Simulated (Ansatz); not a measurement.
# C2H2B−: one structure at several levels

One table from this session's results is given with a row withheld; the runs are named, their logs left out.

Method: single points in def2-TZVPPD; program: Ansatz 0.2.0, Gaussian basis.

Cores are frozen in the correlated methods. B3LYP uses VWN-RPA correlation.

### Where the work starts

SMILES `B=C=[CH-]`, 5 atoms, charge -1, spin multiplicity 1.

Atoms are counted from 1 here; the program's logs count them from 0.

Bond lengths: B1–C2 1.423 Å, B1–H4 1.278 Å, C2–C3 1.181 Å, C3–H5 1.136 Å. Angles: C2–B1–H4 165.9°, B1–C2–C3 173.8°, C2–C3–H5 121.2°.

Coordinates:

| atom | x (Å) | y (Å) | z (Å) |
| --- | --- | --- | --- |
| B1 | -1.1136 | 0.3745 | 0.2613 |
| C2 | 0.1578 | 0.0080 | -0.2628 |
| C3 | 1.2394 | -0.3424 | -0.5810 |
| H4 | -2.3293 | 0.7310 | 0.4294 |
| H5 | 2.0359 | -0.5709 | 0.1960 |

The first run:

The input, run/in.yaml:

```yaml
crystal:
  periodic: [false, false, false]
  atoms:
    - {symbol: B, position_ang: [-1.113600, 0.374500, 0.261300]}
    - {symbol: C, position_ang: [0.157800, 0.008000, -0.262800]}
    - {symbol: C, position_ang: [1.239400, -0.342400, -0.581000]}
    - {symbol: H, position_ang: [-2.329300, 0.731000, 0.429400]}
    - {symbol: H, position_ang: [2.035900, -0.570900, 0.196000]}
basis:
  gaussian: {orbitals: "def2-TZVPPD.json"}
total_charge: -1
correlation: {method: ccsd_t}
output: {forces: true}
```

The basis file named in the input lies beside it (Basis Set Exchange, JSON).

The command line of these runs was not kept.

Steps of the session up to this table: CCSD(T)/def2-TZVPPD; PBE0-D4/def2-TZVPPD; wB97M-V/def2-TZVPPD; r2SCAN-D4/def2-TZVPPD; PBE-D4/def2-TZVPPD; r2SCAN0-D4/def2-TZVPPD; B3LYP-D4/def2-TZVPPD.

One of the session's tables, all rows but one given; the rest of the session is left out.

| method | RMS force component (eV/Å) | angle to CCSD(T) forces (°) |
| --- | --- | --- |
| CCSD(T) | 4.442 | reference |
| PBE0-D4 | 4.100 | 1.8 |
| wB97M-V | ? | ? |
| r2SCAN-D4 | 4.125 | 1.4 |
| PBE-D4 | 4.222 | 1.3 |
| r2SCAN0-D4 | 4.042 | 2.5 |
| B3LYP-D4 | 4.073 | 2.1 |

**Question.** Estimate the row for wB97M-V.

The run gave: RMS force component (eV/Å): 4.085; angle to CCSD(T) forces (°): 2.2. In the column «RMS force component (eV/Å)» it lies between B3LYP-D4 (4.073) and PBE0-D4 (4.100).

Limits of these values: The anion's highest level is positive in at least one run, so there the basis alone may hold the extra electron.
